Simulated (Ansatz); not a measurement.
Ansatz (an electronic-structure program) input (B2PLYP/def2-QZVPPD): A basis named .json is the Basis Set Exchange file of that set (core-valence sets with the plain set on hydrogen).

Ansatz 0.2 input:
```yaml
crystal:
  periodic: [false, false, false]
  atoms:
    - {symbol: P, position_ang: [-0.00000000, -0.00000000, -0.94474959]}
    - {symbol: P, position_ang: [0.00000000, 0.00000000, 0.94474959]}
basis:
  gaussian:
    orbitals: def2-QZVPPD.json
hamiltonian:
  xc: {name: B2PLYP}
magnetization: {spin_polarized: false}
correlation: {electrons: outside_noble_gas}
```

Output:

```
Functional definition: B2PLYP
integrals: 0.15 GiB planned
924 factors; integrals over basis functions are off by at most 1.3e-3 eV
mean field: 0.54 GiB planned
mean field evaluation 1: about -18568.4382 eV, gradient 1.4e1 eV
mean field evaluation 2: about -18568.4458 eV, gradient 1.4e1 eV
mean field evaluation 4: about -18568.8770 eV, gradient 4.5e-1 eV
mean field evaluation 8: about -18568.8779 eV, gradient 2.8e-3 eV
mean field -18568.87785939 eV, -682.3936748953 hartree, gradient 5.4e-6 eV, S^2 0.000000; 0 other end points of the search recorded, 0 dependent functions left out
10 core orbitals not correlated
reference -18568.87797411 eV, -682.3936791111 hartree; 5, 5 occupied and 137, 137 virtual orbitals, 924 factors
second order -10.51436949 eV of doubles, -0.00000000 eV of singles
Total energy: -18571.71685387 eV, -682.4980060181 hartree
```
